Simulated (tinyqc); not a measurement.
Inside a calculation. Method: Pariser-Parr-Pople SCF with singles CI, for the molecule C=C1C=CC=C1 (SMILES; centres numbered as the heavy atoms are written). Computed by tinyqc, a small Python program that keeps every step. Settings: charge = 0, gamma = MN, start = core, damping = 0, iteration cap = 79, excitations kept = 4. Command: `OMP_NUM_THREADS=1 python tinyqc.py 31428 31429 out.jsonl` (the two numbers bound the seeds that draw the settings). One thread of a shared host (Intel(R) Xeon(R) Processor @ 2.60GHz), about 0.01 s of CPU time with the checks. Later iterations appear only in the table of the cycle.

## PPP integrals

Centres (angstrom, eV; a flat drawing with bonds scaled to 1.40 angstrom):
```
centre,x,y,core charge z,W,gamma_rr
1C,2.159000,0.000000,1,11.160000,11.130000
2C,0.759000,0.000000,1,11.160000,11.130000
3C,-0.064000,1.133000,1,11.160000,11.130000
4C,-1.395000,0.700000,1,11.160000,11.130000
5C,-1.395000,-0.700000,1,11.160000,11.130000
6C,-0.064000,-1.133000,1,11.160000,11.130000
```

Resonance integrals (eV):
```
i,j,beta
1,2,-2.390000
2,3,-2.390000
3,4,-2.390000
4,5,-2.390000
5,6,-2.390000
6,2,-2.390000
```

Mataga-Nishimoto: gamma = 14.399645/(R + a), a = 2 x 14.399645/(gamma_rr + gamma_ss); H_rr = -W_r - sum_(s != r) z_s gamma_rs; H_rs = beta for bonds.

repulsion gamma_rs (eV), lower triangle:
```
,1C,2C,3C,4C,5C,6C
1C,11.130000
2C,5.345539,11.130000
3C,3.800534,5.344818,11.130000
4C,2.929109,4.046371,5.346212,11.130000
5C,2.929109,4.046371,4.045936,5.345539,11.130000
6C,3.800534,5.344818,4.045107,4.045936,5.346212,11.130000
```

core matrix H (eV), lower triangle:
```
,1C,2C,3C,4C,5C,6C
1C,-29.964826
2C,-2.390000,-35.287917
3C,0.000000,-2.390000,-33.742608
4C,0.000000,0.000000,-2.390000,-32.873168
5C,0.000000,0.000000,0.000000,-2.390000,-32.873168
6C,0.000000,-2.390000,0.000000,0.000000,-2.390000,-33.742608
```

## Starting guess

pi electrons, sum of z_r less the charge = 6

Orbitals of the core matrix H.

P at the start, lower triangle:
```
,1C,2C,3C,4C,5C,6C
1C,0.160001
2C,0.465661,1.432753
3C,0.117808,0.494073,1.163424
4C,-0.157803,-0.232022,0.740239,1.040199
5C,-0.157803,-0.232022,-0.085961,0.603577,1.040199
6C,0.117808,0.494073,-0.399954,-0.085961,0.740239,1.163424
```

## Iteration 1: Fock matrix

F_rr = H_rr + P_rr gamma_rr / 2 + sum_(s != r) P_ss gamma_rs; F_rs = H_rs - P_rs gamma_rs / 2; E = tr P (H + F) / 2 + core repulsion sum_(r<s) z_r z_s gamma_rs.

F (eV), lower triangle:
```
,1C,2C,3C,4C,5C,6C
1C,-6.478606
2C,-3.634605,-5.604715
3C,-0.223866,-3.710365,-4.526382
4C,0.231111,0.469423,-4.368737,-4.330873
5C,0.231111,0.469423,0.173895,-4.003223,-4.330873
6C,-0.223866,-3.710365,0.808929,0.173895,-4.368737,-4.526382
```

pi energy = -73.065919 eV

## Iteration 1: orbitals and new P

Diagonalise F (the basis is taken as orthonormal) and form P = 2 sum c c over the lowest orbitals.

orbital energies (eV): -12.520304  -9.700463  -8.018452  -4.269887  2.355491  2.355784

P after iteration 1, lower triangle:
```
,1C,2C,3C,4C,5C,6C
1C,0.787403
2C,0.828760,0.997229
3C,0.187380,0.392536,1.091276
4C,-0.314434,-0.049901,0.802413,1.016407
5C,-0.314434,-0.049901,-0.073365,0.499123,1.016407
6C,0.187380,0.392536,-0.391439,-0.073365,0.802413,1.091276
```

## Iteration 2: Fock matrix

As before.

F (eV), lower triangle:
```
,1C,2C,3C,4C,5C,6C
1C,-6.002996
2C,-4.605085,-5.638372
3C,-0.356071,-3.439016,-5.386514
4C,0.460505,0.100960,-4.534935,-5.192636
5C,0.460505,0.100960,0.148414,-3.724040,-5.192636
6C,-0.356071,-3.439016,0.791706,0.148414,-4.534935,-5.386514
```

pi energy = -75.499145 eV

## Iteration 2: orbitals and new P

As before.

orbital energies (eV): -13.382770  -10.312393  -9.065440  -3.130966  1.418623  1.673279

P after iteration 2, lower triangle:
```
,1C,2C,3C,4C,5C,6C
1C,0.835949
2C,0.848548,0.981222
3C,0.176819,0.371947,1.070988
4C,-0.308646,-0.038238,0.823003,1.020426
5C,-0.308646,-0.038238,-0.070419,0.469644,1.020426
6C,0.176819,0.371947,-0.378229,-0.070419,0.823003,1.070988
```

## Iteration 3: Fock matrix

As before.

F (eV), lower triangle:
```
,1C,2C,3C,4C,5C,6C
1C,-5.949074
2C,-4.657972,-5.652297
3C,-0.336004,-3.383996,-5.444796
4C,0.452028,0.077363,-4.589976,-5.261913
5C,0.452028,0.077363,0.142455,-3.645249,-5.261913
6C,-0.336004,-3.383996,0.764989,0.142455,-4.589976,-5.444796
```

pi energy = -75.530420 eV

## Iteration 3: orbitals and new P

As before.

orbital energies (eV): -13.423575  -10.314905  -9.173461  -3.069098  1.347012  1.619237

P after iteration 3, lower triangle:
```
,1C,2C,3C,4C,5C,6C
1C,0.840952
2C,0.853796,0.984932
3C,0.171002,0.365961,1.066354
4C,-0.305984,-0.038400,0.831052,1.020704
5C,-0.305984,-0.038400,-0.068609,0.457292,1.020704
6C,0.171002,0.365961,-0.370234,-0.068609,0.831052,1.066354
```

## Convergence

Stop when output and input P, before any damping, agree to 1e-7.

Course of the cycle:
```
iteration,E (eV),largest |P(out) - P(in)|
1,-73.06591941,6.27e-01
2,-75.49914471,4.85e-02
3,-75.53042001,1.24e-02
4,-75.53462171,5.77e-03
5,-75.53541958,2.69e-03
6,-75.53557783,1.25e-03
7,-75.53561009,5.83e-04
8,-75.53561678,2.71e-04
9,-75.53561819,1.26e-04
10,-75.53561849,5.85e-05
11,-75.53561855,2.72e-05
12,-75.53561856,1.26e-05
13,-75.53561857,5.86e-06
14,-75.53561857,2.72e-06
15,-75.53561857,1.26e-06
16,-75.53561857,5.87e-07
17,-75.53561857,2.72e-07
18,-75.53561857,1.26e-07
19,-75.53561857,5.87e-08
```

Converged in 19 iterations.

## Converged orbitals

Charges are z - P_rr.

orbital energies (eV): -13.424359  -10.309516  -9.206353  -3.041811  1.326060  1.617784

coefficients:
```
,MO1,MO2,MO3,MO4,MO5,MO6
1C,0.331807,0.558707,0.000000,0.681428,0.000000,-0.336759
2C,0.545223,0.443069,0.000000,-0.312892,0.000000,0.639155
3C,0.408161,-0.093394,0.597055,-0.345934,-0.378848,-0.452783
4C,0.360171,-0.486873,0.378848,0.314972,0.597055,0.184458
5C,0.360171,-0.486873,-0.378848,0.314972,-0.597055,0.184458
6C,0.408161,-0.093394,-0.597055,-0.345934,0.378848,-0.452783
```

pi charges: 1C 0.155501, 2C 0.012843, 3C -0.063585, 4C -0.020587, 5C -0.020587, 6C -0.063585

## Singles CI, singlets

Over the 4 single excitations with the smallest orbital gaps: A = (e_a - e_i) delta + 2 (ia|jb) - (ij|ab), with (pq|rs) = sum c_mp c_mq gamma_mn c_nr c_ns. f = 2/3 w |mu|^2 in atomic units, mu = sqrt2 sum c_ia sum_m c_mi c_ma R_m.

singlet CI matrix (eV), lower triangle:
```
,3>4,2>4,1>4,3>5
3>4,2.560355
2>4,0.000000,4.956803
1>4,0.000000,0.074082,6.911554
3>5,0.000000,-0.694182,0.572874,7.152905
```

singlet excitation energies (eV): 2.560355  4.730162  6.578785  7.712315

oscillator strengths: 0.040581  0.663659  0.483911  0.600036

## Singles CI, triplets

Over the 4 single excitations with the smallest orbital gaps: A = (e_a - e_i) delta - (ij|ab), with (pq|rs) = sum c_mp c_mq gamma_mn c_nr c_ns.

triplet CI matrix (eV), lower triangle:
```
,3>4,2>4,1>4,3>5
3>4,1.278325
2>4,0.000000,1.687576
1>4,0.000000,-0.729991,5.061884
3>5,0.000000,0.594976,-0.915092,4.519772
```

triplet excitation energies (eV): 1.278325  1.479370  3.837046  5.952816
